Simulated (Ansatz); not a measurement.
## Cost against result

Saddle point of SiNH5S, closed shell (SiNH₅S ([NH2][SiH2][SH]) → SiNH₃ ([NH][SiH2]) + H₂S; bonds formed: S2–H4; bonds broken: Si1–S2, N3–H4), PBE0-D4/def2-TZVP structure:

Si1  (-0.353, 0.244, 0.763)
S2  (1.333, 0.532, -1.076)
N3  (-1.203, -0.783, -0.156)
H4  (0.238, -0.370, -1.230)
H5  (0.618, -0.304, 1.740)
H6  (-0.682, 1.656, 1.118)
H7  (2.151, -0.428, -0.612)
H8  (-2.103, -0.546, -0.547)
(Å)

Barriers are electronic and count from the start structure reached by relaxing down the imaginary mode.

Program: Ansatz 0.2.0. Basis: as named in each row. Cores are frozen in the correlated methods. B3LYP uses VWN-RPA correlation. Extrapolation: Hartree–Fock as exp(−7.88 √X), correlation as X^−2.97.

Times are rough, for one single point on 2 threads of a shared host (Intel Xeon Platinum 8259CL).

The estimate by CCSD(T) at an estimated basis limit (MP2 extrapolated from triple and quadruple zeta, plus CCSD(T) − MP2 in triple zeta) is 3.008 eV.

```tsv
method	basis	time (s)	barrier (eV)	method less estimate
SPW92	def2-TZVPP	2	2.640	-0.368
PBE-D4	def2-TZVPP	2	2.681	-0.327
BLYP-D4	def2-TZVPP	2	2.675	-0.333
BHLYP-D4	def2-TZVPP	3	3.207	0.199
B3LYP-D4	def2-TZVPP	3	2.909	-0.099
PBE0-D4	def2-TZVPP	4	2.955	-0.053
CAM-B3LYP-D4	def2-TZVPP	4	3.044	0.036
r2SCAN-D4	def2-TZVPP	4	2.881	-0.127
r2SCAN0-D4	def2-TZVPP	4	3.064	0.056
RPA on PBE	def2-TZVPP	5	2.910	-0.098
PBE-QIDH	def2-TZVPP	6	3.089	0.081
B2PLYP	def2-TZVPP	6	2.959	-0.049
B97M-V	def2-TZVPP	8	2.972	-0.036
wB97X-V	def2-TZVPP	8	3.093	0.085
wB97M-V	def2-TZVPP	8	3.011	0.003
MP2	def2-QZVPP	17	2.974	-0.034
CCSD(T)	def2-TZVPP	29	3.008	0.000
```

All methods are single points on the PBE0-D4 structures.

No T1 diagnostic of these runs exceeds 0.016.

Labels in which every atom is bracketed show which atoms are joined, not bond orders.
